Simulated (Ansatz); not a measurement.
## How methods differ on AlHO2 (SMILES [O]=[Al][OH])

AlHO2 has 4 atoms, charge 0, and is taken as a singlet. SMILES: `[O]=[Al][OH]`. Geometry: a GFN2-xTB relaxation, a rough one for these elements and not checked as a minimum.

| atom | x (Å) | y (Å) | z (Å) |
| --- | --- | --- | --- |
| O | -1.6058 | -1.4037 | -0.6512 |
| Al | -0.4740 | -0.4151 | -0.1913 |
| O | 0.6987 | 0.6090 | 0.2851 |
| H | 1.3811 | 1.2098 | 0.5574 |

Quantity: the energy change with the O3–H4 bond stretched from 0.949 to 1.186 Å, in eV. The values are calculated.

| level | kind | program | value (eV) |
| --- | --- | --- | --- |
| BLYP/STO-3G (restricted) | GGA | Ansatz | 0.57 |
| BHLYP/STO-3G (restricted) | global hybrid | Ansatz | ? |
| PBE0/STO-3G (restricted) | global hybrid | Ansatz | ? |
| r2SCAN0/STO-3G (restricted) | hybrid meta-GGA | Ansatz | 0.93 |
| wB97M-V/STO-3G (restricted) | range-separated hybrid | Ansatz | 0.85 |
| wB97X/STO-3G (restricted) | range-separated hybrid | Ansatz | 0.89 |
| CCSD(T)/STO-3G (restricted) | coupled cluster or CI | Ansatz | 0.77 |
| CCSDT/STO-3G (restricted) | coupled cluster or CI | Ansatz | 0.78 |
| FCI/STO-3G | exact in the basis | Ansatz | 0.77 |

**Question.** Estimate the missing values from the other rows.

**Answer.** As computed at these levels: BHLYP/STO-3G (restricted): 0.97 eV; PBE0/STO-3G (restricted): 0.84 eV. The first shape isn't each level's own minimum. The values span 0.57 to 0.97 eV. All rows use very small basis sets, so even the best lies far from the true value.
